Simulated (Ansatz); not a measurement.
**Stretch profile**

CH₄MgO (SMILES C[O][MgH]), closed shell, at its PBE0-D4/def2-TZVP minimum:

C1  (-0.635, 0.951, -0.089)
O2  (0.128, -0.189, 0.009)
Mg3  (1.107, -1.650, 0.135)
H4  (-0.913, 1.168, -1.131)
H5  (-0.102, 1.834, 0.292)
H6  (-1.570, 0.868, 0.483)
H7  (2.046, -3.050, 0.255)
(Å)

The bond length C1–H6 (1.100 Å at the minimum) is set to the values below, the two halves moving rigidly along the bond. Each method's energies count from its own value at the PBE0-D4 minimum structure. Program: Ansatz 0.2.0. Basis: def2-TZVPP. Cores are frozen in the correlated methods. The outer core shell of Li, Na, Mg and K is correlated. The def2 sets are not built for correlating such inner shells, so the correlated values are less sure here.

CCSD(T) energies along the scan:
```
bond length (Å)  CCSD(T) (eV)
          0.946         0.492
          0.978         0.286
          1.026         0.093
          1.081         0.004
          1.142         0.028
          1.209         0.155
          1.279         0.362
          1.353         0.630
          1.430         0.937
```
They count from the CCSD(T) energy at the PBE0-D4 minimum.

Minimum and curvature along this coordinate at CCSD(T): A fifth-order fit through the nearest points gives 1.098 Å, with a curvature of about 31 eV/Å².

Question: Treat the two halves as rigid bodies and work out the harmonic wavenumber of this stretch from that curvature (ν̃ = 521.5 √(k/μ) cm⁻¹ with k in eV/Å² and μ in u).

Answer: The halves weigh 55.34 and 1.01 u, so μ = 55.34 × 1.01/56.35 = 0.992 u and ν̃ = 521.5 √(31/0.992) ≈ 2900 cm⁻¹. A true normal mode mixes in other motions, so this is a guide only.

Largest difference from the CCSD(T) curve over the scan: PBE-D4 0.112; r2SCAN-D4 0.030; MP2 0.070 eV. Each curve counts from its own value at the minimum.

No T1 diagnostic of these runs exceeds 0.012.

For scale, one of the runs: CCSD(T)/def2-TZVPP, 150 basis functions (an equivalent command: `ansatz run in.yaml --threads 2`). Time: 43 s of wall clock on 2 CPU threads; the host was shared. Peak host memory: 1.1 GiB.
